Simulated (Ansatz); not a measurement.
Gas-phase reaction in SMILES: C=CC → [CH2]C=C + H atom (the C-H bond breaks)

Quantity: bond dissociation energy (electronic), in kcal/mol. Set-up: 6-31G* and kin with 6d, 5d where marked; no spin-orbit coupling; 6-311+G** with 5d; LANL2DZ all-electron up to Ne; open shells spin-unrestricted; non-relativistic. Ab initio and DFT rows: single points at B3LYP-D3(BJ) geometries (Ansatz, an electronic-structure program). A UHF reference is markedly spin-contaminated in at least one set, which strains HF and MP2.

```tsv
level	program	bond dissociation energy (electronic) (kcal/mol)
HF/STO-3G	Ansatz	87.6
HF/3-21G	Ansatz	65.6
HF/LANL2DZ	Ansatz	64.3
HF/6-31G*	Ansatz	66.0
HF/6-311+G**	Ansatz	65.8
```

No value to compare with is used here. The 5 habitual levels span 64.3 (HF/LANL2DZ) to 87.6 kcal/mol (HF/STO-3G).

The sets are all those run for this method; runs whose electronic state is in doubt are left out.
